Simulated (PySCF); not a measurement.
One molecule, one basis, several functionals.

Compound: 2,3-hexadiene, C6H10.
InChI=1S/C6H10/c1-3-5-6-4-2/h3,6H,4H2,1-2H3

Torsions of this conformer, `[CH3:1][CH:2]=[C:3]=[CH:4][CH2:5][CH3:6]`: C3–C4–C5–C6 118°.

PySCF, def2-SVPD basis, density fitting, gas phase, PBE0-D3(BJ)/def2-SVP geometry; singlet excitations by full TDDFT with frozen cores, triplets by Tamm–Dancoff TDDFT and ionisation energies by ΔSCF, from the lowest of the holes tried. One functional is left out:

```
functional  exact exchange (%)  HOMO energy (eV)  LUMO energy (eV)  lowest singlet excitation (eV)  lowest triplet excitation (eV)  mean polarisability (au)  vertical ionisation energy (eV)
       LDA                   0             -6.07             -0.73                            5.43                            4.72                      84.5                             9.11
       PBE                   0             -5.94             -0.56                            5.45                            4.50                      83.4                             8.92
      PBE0                  25             -7.08              0.34                            5.73                            4.43                      80.6                             9.03
 BHandHLYP                  50             -8.10              1.04                            5.89                            4.39                      79.3                             8.95
```

Task: Predict the row of B3LYP (20 % exact exchange) by straight lines through the other rows, and check it.

Result: 
```tsv
property	line	computed	computed − line	PBE0 (25 %), for comparison
HOMO energy (eV)	-6.85	-6.87	-0.02	-7.08
LUMO energy (eV)	0.07	0.07	0.00	0.34
lowest singlet excitation (eV)	5.64	5.64	0.00	5.73
lowest triplet excitation (eV)	4.50	4.51	+0.01	4.43
mean polarisability (au)	81.8	81.6	-0.2	80.6
vertical ionisation energy (eV)	9.00	9.06	+0.06	9.03
```

Task: Which of these properties follows the share of exact exchange most closely, and which least?

Result: Most closely the HOMO energy, least the vertical ionisation energy; the correlations over the tabulated rows are HOMO energy -0.999, LUMO energy 0.993, lowest singlet excitation 0.989, mean polarisability -0.960, lowest triplet excitation -0.757, vertical ionisation energy -0.316. The HOMO energy moves by -0.420 eV for every 10 %. Functionals with the same share still differ in their other parts: at 0 % LDA and PBE differ by 0.13 eV in it.
